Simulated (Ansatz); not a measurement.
Isolated molecules relaxed with PBE0-D4/def2-TZVP in Ansatz; ΔE leaves out vibrations. CCSD(T)/CBS adds triple-zeta CCSD(T) − MP2 to the extrapolated MP2 energy (def2 sets, frozen cores). This one scheme is used for every species. Double bonds are as drawn, so ΔE can hold a change between cis and trans. Functionals use def2-TZVPP. One conformer a species, not always the lowest.

Reaction (substitution at a C–C bond): `C/N=C(\C)O` + H–F → `C/N=C(/O)F` + CH₄

| species | BLYP energy (Eh) |
| --- | --- |
| `C/N=C(\C)O` | -248.51403 |
| H–F | -100.48139 |
| `C/N=C(/O)F` | -308.49572 |
| CH₄ | -40.50161 |

(1) Work out ΔE.

Largest T1 diagnostic among the species: 0.013.

## Answers

(1) ΔE = (-308.49572) + (-40.50161) − (-248.51403) − (-100.48139) = -0.00191 Eh = -1.2 kcal/mol. CCSD(T)/CBS gives +5.7 kcal/mol.

Leaving LDA and LC-ωPBE aside and taking each functional with its dispersion term where it has one, the values, not all of them listed here, spread over 3.5 kcal/mol, from B97M-V to PBE-QIDH. LDA lies +1.2 kcal/mol from PBE without D4. From r2SCAN to r2SCAN0 (25 % exact exchange), in def2-TZVPP and without D4, ΔE moves by +0.9 kcal/mol.
